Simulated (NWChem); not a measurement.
Molecule: propane (C3H8); SMILES CCC

Results from NWChem. Medium grid unless said otherwise, to which SCAN and Minnesota functionals are sensitive. Geometry: optimised at PBE0/def2-SVP. Total energies of different functionals are on different scales.

```csv
level,energy (Ha),highest occupied level (eV),orbital gap (eV),dipole (D)
B3LYP/def2-SVP,-119.0572,-8.84,10.40,0.06
PBE/def2-SVP,-118.8699,-7.58,8.65,0.06
PW91/def2-SVP,-118.9844,-7.65,8.60,0.06
TPSSh/def2-SVP,-119.0697,-8.39,10.06,0.06
M06/def2-SVP,-118.9442,[?],[?],0.05
M06-L/def2-SVP,-119.0336,-7.84,9.88,0.05
HCTH/407/def2-SVP,-119.0770,-7.83,8.59,0.06
PW6B95/def2-SVP,-119.1986,-9.16,11.06,0.06
"LDA (Slater exchange, PW92)/def2-SVP",-117.8873,-7.54,8.48,0.06
```

Q: What belongs in the gaps?

A: 
- M06/def2-SVP, highest occupied level (eV): -8.98
- M06/def2-SVP, orbital gap (eV): 10.82
